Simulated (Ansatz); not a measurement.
A trace of molecular dynamics of BClH$_{2}$O (5 atoms, charge 0, multiplicity 1).

Level of theory: RKS PBE/def2-SVP in Ansatz.

| Quantity | Value |
| --- | --- |
| ensemble | NVE (velocity Verlet) |
| starting velocities drawn for | 300 K |
| seed | 937961 |

```json
{"time (fs)": "0.0", "T (K)": "300", "potential energy less start (eV)": "0.000", "conserved less start (meV/atom)": "0.00"}
{"time (fs)": "4.0", "T (K)": "159", "potential energy less start (eV)": "0.056", "conserved less start (meV/atom)": "0.34"}
{"time (fs)": "8.0", "T (K)": "70", "potential energy less start (eV)": "0.091", "conserved less start (meV/atom)": "0.39"}
{"time (fs)": "12.0", "T (K)": "148", "potential energy less start (eV)": "0.060", "conserved less start (meV/atom)": "0.12"}
{"time (fs)": "16.0", "T (K)": "108", "potential energy less start (eV)": "0.077", "conserved less start (meV/atom)": "0.46"}
{"time (fs)": "20.0", "T (K)": "151", "potential energy less start (eV)": "0.059", "conserved less start (meV/atom)": "0.28"}
{"time (fs)": "24.0", "T (K)": "205", "potential energy less start (eV)": "0.038", "conserved less start (meV/atom)": "0.21"}
{"time (fs)": "28.0", "T (K)": "154", "potential energy less start (eV)": "0.059", "conserved less start (meV/atom)": "0.45"}
{"time (fs)": "32.0", "T (K)": "147", "potential energy less start (eV)": "0.060", "conserved less start (meV/atom)": "0.16"}
{"time (fs)": "36.0", "T (K)": "84", "potential energy less start (eV)": "0.085", "conserved less start (meV/atom)": "0.34"}
{"time (fs)": "40.0", "T (K)": "126", "potential energy less start (eV)": "0.069", "conserved less start (meV/atom)": "0.37"}
{"time (fs)": "44.0", "T (K)": "242", "potential energy less start (eV)": "0.023", "conserved less start (meV/atom)": "0.04"}
{"time (fs)": "48.0", "T (K)": "155", "potential energy less start (eV)": "0.058", "conserved less start (meV/atom)": "0.39"}
{"time (fs)": "52.0", "T (K)": "146", "potential energy less start (eV)": "0.061", "conserved less start (meV/atom)": "0.23"}
{"time (fs)": "56.0", "T (K)": "158", "potential energy less start (eV)": "0.056", "conserved less start (meV/atom)": "0.10"}
{"time (fs)": "60.0", "T (K)": "96", "potential energy less start (eV)": "0.081", "conserved less start (meV/atom)": "0.44"}
{"time (fs)": "64.0", "T (K)": "152", "potential energy less start (eV)": "0.058", "conserved less start (meV/atom)": "0.12"}
{"time (fs)": "68.0", "T (K)": "141", "potential energy less start (eV)": "0.063", "conserved less start (meV/atom)": "0.23"}
{"time (fs)": "72.0", "T (K)": "158", "potential energy less start (eV)": "0.057", "conserved less start (meV/atom)": "0.39"}
{"time (fs)": "76.0", "T (K)": "228", "potential energy less start (eV)": "0.028", "conserved less start (meV/atom)": "0.04"}
{"time (fs)": "80.0", "T (K)": "93", "potential energy less start (eV)": "0.082", "conserved less start (meV/atom)": "0.38"}
{"time (fs)": "84.0", "T (K)": "104", "potential energy less start (eV)": "0.078", "conserved less start (meV/atom)": "0.35"}
{"time (fs)": "88.0", "T (K)": "214", "potential energy less start (eV)": "0.034", "conserved less start (meV/atom)": "0.10"}
{"time (fs)": "92.0", "T (K)": "130", "potential energy less start (eV)": "0.068", "conserved less start (meV/atom)": "0.44"}
{"time (fs)": "96.0", "T (K)": "142", "potential energy less start (eV)": "0.063", "conserved less start (meV/atom)": "0.29"}
{"time (fs)": "100.0", "T (K)": "188", "potential energy less start (eV)": "0.045", "conserved less start (meV/atom)": "0.23"}
```

**Question.** Can this run be trusted? Judge the integration.

**Answer.** The conserved energy stayed within 0.49 meV per atom of its start (net change 0.23 meV per atom), so the integration is sound. The temperature averaged 0.49 of the 300 K drawn at the start: a run that starts near a minimum puts about half its kinetic energy into the potential. A run of 0.1 ps of so small a system gives no equilibrium averages. The time step was 1 fs.

Run time: 88 s on 1 thread of Arm Neoverse V2, on a shared host, peak memory 0.09 GiB.
